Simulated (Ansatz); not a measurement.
Geometry optimisation, UKS B3LYP-D4/STO-3G (Ansatz 0.2.0).

input.yaml

```yaml
crystal:
  periodic: [false, false, false]
  atoms:
    - { symbol: B, position_ang: [0.262252, -0.219369, 1.168326] }
    - { symbol: O, position_ang: [0.221876, -0.019025, -1.592019] }
    - { symbol: H, position_ang: [1.419287, -0.10366, 1.3211] }
    - { symbol: H, position_ang: [-0.309562, -1.242372, 1.132902] }
    - { symbol: H, position_ang: [-0.233491, 0.858406, -1.401531] }
    - { symbol: Cl, position_ang: [-0.742787, 1.307023, 1.143484] }
    - { symbol: H, position_ang: [-0.617574, -0.580902, -1.772261] }
magnetization:
  spin_polarized: true
basis:
  gaussian: { orbitals: STO-3G }
hamiltonian:
  xc: b3lyp
  dispersion: d4
relax:
  f_tol: 0.03
  max_steps: 50
output:
  orbitals: {}
```

Launched with:

```bash
$ ansatz run input.yaml --threads 1 --pin off --max-ram 2048MiB --backend cpu --events-out ev --progress --plain --runs-dir out
```

Q: Where does it end, and by what steps?

A: The forces met the threshold. Limits of this set-up: minimal basis. After 9 steps the energy has fallen by 2.024 eV; O2 moved furthest, 0.64 Å. Joined: B1–O2.

| step | energy less start (eV) | largest force component (eV/Å) | accepted |
| --- | --- | --- | --- |
| 0 | 0.0000 | 0.996 | yes |
| 1 | -0.3881 | 1.151 | yes |
| 2 | -0.8023 | 2.530 | yes |
| 3 | -1.5200 | 2.864 | yes |
| 4 | -1.7494 | 4.145 | yes |
| 5 | -1.9813 | 0.558 | yes |
| 6 | -2.0125 | 0.434 | yes |
| 7 | -2.0157 | 0.352 | yes |
| 8 | -2.0238 | 0.043 | yes |
| 9 | -2.0242 | 0.009 | yes |

```xyz
7
Properties=species:S:1:pos:R:3
B 0.202 -0.200 0.634
O 0.153 -0.200 -0.979
H 1.314 0.074 0.886
H -0.183 -1.267 0.931
H 0.341 0.754 -1.288
Cl -1.006 1.166 1.071
H -0.821 -0.328 -1.255
```

Time of the run: 12 s on 1 thread of Intel(R) Xeon(R) Platinum 8488C (Sapphire Rapids), with other jobs on the host, peak memory 0.14 GiB.
